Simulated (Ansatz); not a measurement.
# Si₂C (triplet): wave-function methods side by side at a displaced geometry (v2), cc-pVDZ

An exercise on one series of results from a longer session: the logs are not shown, and one member is left open.

Method: cc-pVDZ, core rule «outside noble gas», up to 11 orbitals frozen; program: Ansatz 0.2.0, Gaussian basis.

The runs, in order: UHF; CCSD(T) on ROHF; CCSD(T) on UHF; BCCD(T) on ROHF; CISD; CCSDT(Q) on ROHF; CCSDT(Q) on UHF.

18 further runs of the same task are left out: 6 that didn't finish, 12 set aside as unsound or not needed.

### The system

The geometry is a PBE0/def2-TZVP stationary point (not a proven minimum) with its atoms shifted at random (size 0.100 Å).

3 atoms, charge 0, spin multiplicity 3.

Atoms are counted from 1 here; the program's logs count them from 0.

Bond lengths: C1–Si2 1.846 Å, C1–Si3 1.738 Å, Si2–Si3 2.296 Å. Angles: Si2–C1–Si3 79.6°, C1–Si2–Si3 48.1°, C1–Si3–Si2 52.3°.

Set-up of the first run:

The input, in.yaml:

```yaml
crystal:
  periodic: [false, false, false]
  atoms:
    - {symbol: C, position_ang: [0.104269, -1.127867, -0.064809]}
    - {symbol: Si, position_ang: [-0.060605, 0.242253, 1.161254]}
    - {symbol: Si, position_ang: [0.016015, 0.240076, -1.133539]}
basis:
  gaussian: {orbitals: cc-pVDZ}
magnetization: {spin_polarized: true, initial_magnetization: 2}
hamiltonian: {xc: hf}
output: {orbitals: {seedname: orbitals}}
```

Run with:

```sh
ansatz run in.yaml --threads 1 --pin off --events-out ev --progress --plain --max-ram 2393MiB
```

Steps of the session up to this table: UHF; CCSD(T) on ROHF; CCSD(T) on UHF; BCCD(T) on ROHF; CISD; CCSDT(Q) on ROHF; CCSDT(Q) on UHF.

One of the session's tables, all rows but one given; the rest of the session is left out.

| method | from RCCSDT(Q) (meV) |
| --- | --- |
| ROHF | +8896.2 |
| UHF | +8603.9 |
| RMP2 | +1487.0 |
| UMP2 | +1693.3 |
| CISD | +1695.8 |
| RCCSD | +677.8 |
| UCCSD | +666.0 |
| RCCSD(T) | +112.2 |
| UCCSD(T) | +127.4 |
| BCCD(T) | +101.3 |
| RCCSDT | +77.1 |
| UCCSDT | ? |
| RCCSDT(Q) | 0 |
| UCCSDT(Q) | -17.4 |

**Question.** Estimate the row for UCCSDT.

**Answer.** from RCCSDT(Q) (meV): +73.7. In the column «from RCCSDT(Q) (meV)» it lies between RCCSDT(Q) (0) and RCCSDT (+77.1).

To keep in mind: Warnings: spin contamination; large T1 diagnostic. Restricted and unrestricted rows rest on different reference determinants; where their highest levels disagree by more than a few hundredths of an eV, they describe different states and don't form one ladder.
